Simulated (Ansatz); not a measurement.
**BCl⁺, doublet: vertical spin and charge gaps**

Geometry (PBE0/def2-TZVP stationary point for this spin):

```xyz
2

B     0.0000    0.0000    0.0000
Cl    0.0000    0.0000    1.5964
```

Basis 6-31G; Ansatz 0.2.0. Correlated methods freeze the noble-gas cores. Prefix R: restricted or restricted open-shell reference; prefix U: unrestricted. Active spaces: valence = (9e, 8o) chosen from the atoms' valence shells.

Gaps are energies of the second state less the first, at fixed atoms, for a selection of the levels run; each method lands on the state that its own search finds for that charge and spin.

For open shells CISD is restricted-active-space CI with the open shells as a complete middle space. The determinant of the BCl⁺ quartet fills πx and πy unequally, so it is a mixture of Σ and Δ, which weighs on every level built on one determinant.

**Question.** PBE gives 6.429 eV for quartet less doublet. Estimate what full CI gives in 6-31G.

**Answer.** Full CI in 6-31G gives 5.885 eV, so against it PBE is off by 0.544 eV.

By full CI's occupations no single determinant describes the quartet well.

| level | gap (eV) | error (meV) |
| --- | --- | --- |
| RMP2 | 5.958 | 73 |
| CISD | 5.899 | 14 |
| UCCSD | 5.940 | 55 |
| RCCSD(T) | 5.997 | 112 |
| RCCSDT* | 5.903 | 18 |
| RCCSDT(Q)* | 5.881 | -4 |
| UCCSDT(Q)* | 5.889 | 4 |
| RCCSDTQ* | 5.889 | 4 |
| MRCISD+Q (valence space) | 5.886 | 1 |

An asterisk marks runs whose energy the program itself flagged as in doubt.

In so small a basis the reference is far from its limit while semilocal and hybrid functionals are nearer theirs, so the functionals' errors here hold much of the reference's basis and frozen-core error, which can add to them or hide them.

Full CI is exact within this basis and frozen core; it isn't the basis-set limit. The frozen core follows each run's orbitals, which can shift R against U totals by a few meV.
